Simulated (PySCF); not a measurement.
A series of derivatives of monofluorosilane

Parent skeleton `[F:1][SiH3:2]`; one hydrogen on atom 2 is replaced by X. Hydrogens on one atom are averaged.

[PySCF 2.14.0 with density-fitted response routines: σ from GIAO-PBE0/pcSseg-1; structure optimised with PBE0-D3(BJ)/def2-SVP; a single conformation; non-relativistic Hamiltonian; no solvent model; averaged over atoms made equivalent by symmetry, fast rotation or ring inversion]

Chemical shifts δ = σref − σ; $^{19}$F (177.25 ppm) vs CFCl3; $^{29}$Si (351.99 ppm), $^{1}$H (31.27 ppm) against TMS, all at this level.

Parent (X = H): F1 -242.9, Si2 -10.7, H(Si2) 5.13 ppm. Effects are Δδ = δ(X) − δ(H), positive for deshielding.

Known members:
```csv
X,F1,Si2,H(Si2)
vinyl,+35.9,+12.7,-0.02
```

Four more derivatives gave (Δδ, ppm):
| compound | F1 | Si2 | H(Si2) |
| --- | --- | --- | --- |
| 1 | +53.9 | +20.9 | +0.28 |
| 2 | +35.2 | -19.6 | -0.16 |
| 3 | +29.1 | +19.7 | +0.08 |
| 4 | +56.0 | +1.0 | +0.28 |

**Question.** Their substituents are CH2SiH3, COOH, OCHO, SCH3. Which is which?

**Answer.** 1: X = SCH3 (CS[SiH2]F); 2: X = COOH (O=C(O)[SiH2]F); 3: X = CH2SiH3 (F[SiH2]C[SiH3]); 4: X = OCHO (O=CO[SiH2]F).

Unscaled 19F shifts against computed CFCl3 carry errors that often reach 10 to 50 ppm.
